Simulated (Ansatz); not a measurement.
Process, species as SMILES: C#N (CH-N) + 3 [H][H] (H2) → C (CH4) + N (NH3)
B3LYP-D3(BJ)/def2-TZVP geometries, fixed; electronic energies without zero-point terms.

How fast the energy of full hydrogenation converges with the basis for several methods (Ansatz, a program for electronic structure): deviation from each method's own reference, in kcal/mol. References: B2PLYP -76.76 kcal/mol, the value in aug-pcseg-3; CCSD(T) -77.03 kcal/mol, Hartree-Fock in cc-pVQZ plus the correlation part extrapolated as X^-3 from cc-pVTZ and cc-pVQZ; HF -78.00 kcal/mol, the value in aug-cc-pVQZ; MP2 -75.99 kcal/mol, Hartree-Fock in aug-cc-pVQZ plus the correlation part extrapolated as X^-3 from aug-cc-pVTZ and aug-cc-pVQZ; PBE -82.04 kcal/mol, the value in aug-pcseg-3; PBE0 -88.42 kcal/mol, the value in aug-pcseg-3. All functions are spherical. In correlated methods cores are frozen. No added dispersion term, no relativity. 

```
basis              functions  B2PLYP  CCSD(T)     HF    MP2    PBE   PBE0
-----------------  ---------  ------  -------  -----  -----  -----  -----
cc-pVDZ                   34    3.93     7.40   0.10   7.09   3.49   2.54
def2-SVP                  34    1.00     3.99  -3.79   3.83   0.80  -0.42
pcseg-1                   34    3.81     6.74  -0.19   6.81   3.42   2.34
def2-TZVPD                83    2.50     5.46   1.22   5.33   1.39   1.32
def2-TZVPP                87    0.94     1.63   0.18   1.40   0.86   0.60
6-311++G(3df,3pd)        111    0.18     0.66   0.19   0.48  -0.02   0.10
aug-cc-pVTZ              138   -0.16    -0.03  -0.35  -0.01  -0.22  -0.23
def2-QZVPP               177    0.31     0.26   0.11   0.18   0.37   0.28
```

Mean absolute deviation over def2-TZVPD, def2-TZVPP, 6-311++G(3df,3pd), aug-cc-pVTZ: HF 0.49, PBE0 0.56, PBE 0.62, B2PLYP 0.94, MP2 1.80, CCSD(T) 1.95 kcal/mol.
